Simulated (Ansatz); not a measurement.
Basis-set extrapolation for HSi, SMILES `[SiH]` radical (PBE0-D4/def2-TZVP geometry, frozen core, Ansatz 0.2.0). Multiplicity 2, UHF reference.

```json
{"": "HF", "cc-pV(T+d)Z": "-289.439686", "cc-pV(Q+d)Z": "-289.442183"}
{"": "MP2 correlation", "cc-pV(T+d)Z": "-0.080098", "cc-pV(Q+d)Z": "-0.085475"}
{"": "CCSD(T) correlation", "cc-pV(T+d)Z": "-0.107771", "cc-pV(Q+d)Z": "-0.112011"}
```

Energies in hartree. Use E(X) = E(∞) + A·exp(−5.46·√X) for Hartree–Fock and E(X) = E(∞) + B·X^(−3.05) for correlation, with X = 3 and 4.

Question: What is the CCSD(T) energy at the basis-set limit?

Answer: HF limit: -289.442183 + (-0.002497) × 0.30130 = -289.44294. Correlation limit: -0.112011 + (-0.004240) × 0.71189 = -0.11503. Total: -289.55797 hartree, 6.6 kcal/mol below CCSD(T)/cc-pV(T+d)Z.
